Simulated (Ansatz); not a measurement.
BH$_{2}$F (SMILES BF), singlet: a single point displaced at random from a GFN2-xTB minimum.

in.yaml

```yaml
crystal:
  periodic: [false, false, false]
  atoms:
    - {symbol: B, position_ang: [0.028100, -0.016900, -0.069200]}
    - {symbol: F, position_ang: [1.087400, -0.316000, 0.608800]}
    - {symbol: H, position_ang: [-0.978400, -0.561800, 0.119700]}
    - {symbol: H, position_ang: [0.170400, 1.047000, -0.488700]}
basis:
  gaussian: {orbitals: def2-TZVPP}
correlation: {method: ccsd_t}
output: {forces: true}
```

An equivalent command:

```bash
ansatz run in.yaml --threads 4 --pin off --events-out ev --progress --plain
```

Output of Ansatz 0.2.0:

```
Functional definition: HF
  name "HF"
  cite "Fock, Z. Phys. 61, 126 (1930) doi:10.1007/BF01340294"
  parent pbe
  exchange = exact_x
  correlation = 0
550 factors; integrals over basis functions are off by at most 1.0e-3 eV
mean field evaluation 1: about -3410.3922 eV, gradient 2.3e1 eV
mean field evaluation 2: about -3410.3933 eV, gradient 2.3e1 eV
mean field evaluation 4: about -3411.4605 eV, gradient 1.9e0 eV
mean field evaluation 8: about -3411.4729 eV, gradient 1.8e-4 eV
mean field evaluation 16: about -3411.4727 eV, gradient 2.2e-1 eV
mean field -3411.47287802 eV, -125.3693158880 hartree, gradient 1.9e-6 eV, S^2 0.000000; 0 other end points of the search recorded, 0 dependent functions left out
2 core orbitals not correlated: weight in the atoms' cores, before any rotation towards them, 1.000 or more for the frozen orbitals, at most 0.000 for the correlated occupied ones
reference -3411.47287802 eV, -125.3693158880 hartree; 6, 6 occupied and 82, 82 virtual orbitals, 550 factors
second order -9.66300487 eV of doubles, -0.00000000 eV of singles
cycle   1  -9.79122614 eV  change   -1.3e-1 eV  update   6.7e-2
cycle   2  -10.01097639 eV  change   -2.2e-1 eV  update   1.9e-2
cycle   3  -10.06915041 eV  change   -5.8e-2 eV  update   1.1e-2
cycle   4  -10.06080024 eV  change    8.4e-3 eV  update   2.9e-3
cycle   5  -10.06049551 eV  change    3.0e-4 eV  update   1.3e-3
cycle   6  -10.06105142 eV  change   -5.6e-4 eV  update   3.1e-4
cycle   7  -10.06091499 eV  change    1.4e-4 eV  update   8.9e-5
cycle   8  -10.06090197 eV  change    1.3e-5 eV  update   2.3e-5
cycle   9  -10.06091049 eV  change   -8.5e-6 eV  update   9.4e-6
cycle  10  -10.06090803 eV  change    2.5e-6 eV  update   3.9e-6
perturbative correction -0.26808355 eV, -0.0098518888 hartree
the calculation of the forces begins
Total energy: -3421.80186961 eV, -125.7488993275 hartree
Atom 0 at     0.028100    -0.016900    -0.069200 Å, force    -0.402315     1.458408     0.891037 eV/Å
Atom 1 at     1.087400    -0.316000     0.608800 Å, force     1.420998    -1.483938     0.840736 eV/Å
Atom 2 at    -0.978400    -0.561800     0.119700 Å, force    -0.581840    -0.866619    -0.341768 eV/Å
Atom 3 at     0.170400     1.047000    -0.488700 Å, force    -0.436843     0.892148    -1.390006 eV/Å
Dipole moment:    -0.122765    -0.025234    -0.120618 e Å
```

The lines “mean field evaluation” count trial sets of orbitals through the whole run, from several starts and some on an approximate energy, so they need not fall steadily or lie above the final value.

The run took about 5.5 s on 4 CPU threads (shared host).
